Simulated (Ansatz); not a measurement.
I need the interaction energy of a dimer with the counterpoise correction of CH2S2, SMILES C1SS1. Use the Python package of Ansatz (0.2.0). Level of theory (for the species named): MP2, def2-SVP basis, multiplicity 1.

```yaml
atoms:
  - { symbol: C, position_ang: [-0.0151, 0.1562, -0.2123] }
  - { symbol: S, position_ang: [0.2410, 0.0337, 1.4487] }
  - { symbol: S, position_ang: [0.0917, -1.4728, 0.0464] }
  - { symbol: H, position_ang: [-0.9857, 0.5404, -0.4987] }
  - { symbol: H, position_ang: [0.7181, 0.6687, -0.8255] }
```

The script, `dimer_ch2s2.py`:
```python
'''Binding of a CH2S2 dimer at a trial geometry.'''

import ansatz

FIRST = [
    ('C', (-0.0251, 0.171, -0.204)),
    ('S', (0.231, 0.0485, 1.457)),
    ('S', (0.0817, -1.458, 0.0547)),
    ('H', (-0.9957, 0.5552, -0.4904)),
    ('H', (0.7081, 0.6835, -0.8172)),
]
SECOND = [
    ('C', (1.7087, 3.3389, 1.5954)),
    ('S', (2.9848, 2.3944, 2.1603)),
    ('S', (1.1475, 2.7447, 3.0321)),
    ('H', (1.9093, 4.4018, 1.554)),
    ('H', (1.2265, 3.0744, 0.6607)),
]

def energy(atoms, ghosts=()):
    molecule = ansatz.Crystal.molecule()
    for symbol, xyz in atoms:
        molecule = molecule.atom(symbol, xyz)
    calc = (
        molecule.calculation()
        .basis(gaussian='def2-SVP')
        .correlation('mp2')
    )
    deck = calc.input()
    if ghosts:
        deck = deck.set(ansatz.key.basis.gaussian.ghost_atoms, [{'symbol': s, 'position_ang': list(xyz)} for s, xyz in ghosts])
    return ansatz.Session.from_dict(deck).plan().execute().report['free_energy_ev']

# ghost atoms carry the functions of the partner
both = energy(FIRST + SECOND)
alone = energy(FIRST) + energy(SECOND)
ghosted = energy(FIRST, SECOND) + energy(SECOND, FIRST)
print(f'dimer {both:.6f} eV')
print(f'interaction, uncorrected   {23.060548 * (both - alone):8.3f} kcal/mol')
print(f'interaction, counterpoise  {23.060548 * (both - ghosted):8.3f} kcal/mol')
print(f'basis-set superposition    {23.060548 * (alone - ghosted):8.3f} kcal/mol')
```

Running `python dimer_ch2s2.py` prints:
```text
dimer -45396.684647 eV
interaction, uncorrected     -1.592 kcal/mol
interaction, counterpoise     0.943 kcal/mol
basis-set superposition       2.535 kcal/mol
```

Uncorrected it is -1.592 kcal/mol, with the counterpoise correction 0.943 kcal/mol; the difference, 2.535 kcal/mol, is the superposition error. The sign changes with the correction, so this basis doesn't settle it.

What to keep in mind:
- Total energies depend on the basis set; only differences at equal settings carry meaning.
- The dimer is a generated trial pose of unrelaxed monomers, not a minimum, so the figure is no binding energy, and the basis set is small.
- Timing: 7.5 s on 1 thread of Arm Neoverse V1, with other jobs on the host, peak memory 0.31 GiB.
